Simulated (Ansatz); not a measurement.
Consider the substitution at a C–C bond: `CC(C)Cl` + `CSS` → `CSSC` + `CCCl`.

Program: Ansatz. Geometries: PBE0-D4/def2-TZVP. ΔE: electronic, gas phase. CBS: MP2 limit from def2 TZ/QZ plus the TZ coupled-cluster correction, frozen cores. DFT in def2-TZVPP. Each species was taken in one conformer, which may not be the lowest.

```csv
level,ΔE (kcal/mol)
PBE0-D4,1.5
MP2/CBS(def2),2.0
```

(1) What does CCSD(T)/CBS give? (An estimate is asked.)

Largest T1 diagnostic among the species: 0.011.

Results:

(1) Computed: +2.4 kcal/mol. The listed levels differ from it by -0.9, -0.4 kcal/mol.

Leaving LDA and LC-ωPBE aside and taking each functional with its dispersion term where it has one, the values, not all of them listed here, spread over 1.5 kcal/mol, from BLYP-D4 to B97M-V. LDA lies +2.0 kcal/mol from PBE without D4. From BLYP to BHLYP (50 % exact exchange), in def2-TZVPP and without D4, ΔE moves by +1.4 kcal/mol. At CCSD(T), def2-SVP lies +3.1 kcal/mol from the extrapolated value and def2-TZVPP +0.5 kcal/mol.
